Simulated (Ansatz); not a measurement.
# H2O4: the cost of one run

Program: Ansatz 0.2.0. Level of theory: the levels named in each step. These are calculated values, not measurements.

### 1 The starting structure

Bond lengths: O2–O3 1.243 Å, O3–O4 1.249 Å, O1–H5 0.960 Å, O1–H6 0.961 Å. Angles: O2–O3–O4 119.6°, H5–O1–H6 107.7°.

Structure file:

```xyz
6

O     0.0779    0.4543    1.9976
O     0.2634    0.7185   -0.2149
O     0.3514   -0.3595   -0.8284
O    -0.6874   -0.9403   -1.2070
H     0.7126    1.1707    2.0767
H    -0.7975    0.8450    1.9336
```

### 2 A rough first relaxation, PBE-D4/def2-SVP

This run stands in another session on the same molecule. It ended at:

```xyz
6

O     0.0679    0.3287    2.0727
O     0.7704    0.9007   -0.4402
O     0.2861   -0.2065   -0.8369
O    -0.8420   -0.5614   -0.3494
H     0.3790    1.2074    1.7819
H    -0.7411    0.2200    1.5296
```

### 3 Relaxation, HF/STO-3G

input.yaml

```yaml
crystal:
  periodic: [false, false, false]
  atoms:
    - { symbol: O, position_ang: [0.06793787, 0.32866778, 2.07266516] }
    - { symbol: O, position_ang: [0.77040788, 0.90067089, -0.44017499] }
    - { symbol: O, position_ang: [0.28611651, -0.20653819, -0.83691965] }
    - { symbol: O, position_ang: [-0.84199605, -0.56138036, -0.34941291] }
    - { symbol: H, position_ang: [0.37895076, 1.20735709, 1.78190374] }
    - { symbol: H, position_ang: [-0.74105697, 0.22001279, 1.52957865] }
basis:
  gaussian: { orbitals: STO-3G }
hamiltonian:
  xc: hf
relax:
  f_tol: 0.002
  max_steps: 150
```

On the command line:

```
$ ansatz run input.yaml --threads 2 --pin off --max-ram 5120MiB --backend cpu --events-out ev --progress --plain --runs-dir out
```

**Question.** How long does this run take on 2 threads of Intel Xeon 6975P-C (Granite Rapids), shared host, and how much memory does it need?

About 3.8 s, with a peak of 0.088 GiB.
